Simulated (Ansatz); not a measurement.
Predict the output of the script below (Ansatz 0.2.0, Python API).

The script reads `bclh3p.xyz`:
```text
6

P    -1.01340   -0.30700   -0.60600
B     0.76560    0.21770   -0.07740
Cl    2.13810   -1.01120   -0.11980
H    -1.23080   -1.11160    0.58380
H    -1.63420    0.88890   -0.06290
H     0.97470    1.32320    0.28230
```

The script, `scan_bclh3p.py`:
```python
import ansatz as az
import numpy as np

config = {
    "basis_set": "6-31G*",
    "xc": "hf",
}

molecule = az.Crystal.molecule_from_extxyz("bclh3p.xyz")

symbols = [site.symbol for site in molecule.cartesian_sites]
start = np.array([site.position_ang for site in molecule.cartesian_sites])
axis = (start[4] - start[0]) / np.linalg.norm(start[4] - start[0])
moving = [4]
lengths, energies = [1.278, 1.337, 1.395, 1.453, 1.511, 1.569, 1.627, 1.714], []
for length in lengths:
    xyz = start.copy()
    xyz[moving] += (length - np.linalg.norm(start[4] - start[0])) * axis
    point = az.Crystal.molecule()
    for symbol, place in zip(symbols, xyz):
        point = point.atom(symbol, place.tolist())
    base = (
        point.calculation()
        .basis(gaussian=config["basis_set"])
        .functional(config["xc"])
    )
    report = base.run(threads=1, pin="off").report
    energies.append(report["free_energy_ev"])
    print(f"r = {length:6.3f} A  E = {energies[-1]:.5f} eV  <S^2> = {abs(report['mean_field']['state']['spin_squared']):.3f}")

fit = np.polynomial.Polynomial.fit(lengths, np.array(energies) - min(energies), 4).convert()
roots = [r.real for r in fit.deriv().roots() if abs(r.imag) < 1e-9 and fit.deriv(2)(r.real) > 0]
r_e = min(roots, key=lambda r: abs(r - lengths[int(np.argmin(energies))]))
print(f"minimum of the fit at {r_e:.4f} A, force constant {fit.deriv(2)(r_e):.2f} eV/A^2")
```

Running `python scan_bclh3p.py` prints:
```text
r =  1.278 A  E = -22494.12175 eV  <S^2> = 0.000
r =  1.337 A  E = -22494.29676 eV  <S^2> = 0.000
r =  1.395 A  E = -22494.35512 eV  <S^2> = 0.000
r =  1.453 A  E = -22494.32829 eV  <S^2> = 0.000
r =  1.511 A  E = -22494.23768 eV  <S^2> = 0.000
r =  1.569 A  E = -22494.10006 eV  <S^2> = 0.000
r =  1.627 A  E = -22493.92850 eV  <S^2> = 0.000
r =  1.714 A  E = -22493.62887 eV  <S^2> = 0.000
minimum of the fit at 1.4034 A, force constant 24.40 eV/A^2
```

Notes:
- Total energies depend on the basis set; only differences at equal settings carry meaning.
- The rest of the molecule is held rigid at a force-field or estimated start geometry, and the basis set is modest; single-reference methods fail as a bond breaks.
- Hartree-Fock leaves correlation out, so bond, atomisation and ionisation energies come out well too low.
- The orbitals are restricted, so S² is zero by construction.
- Finished in 2.9 s on 1 thread of Arm Neoverse V2, on a shared host, peak memory 0.16 GiB.
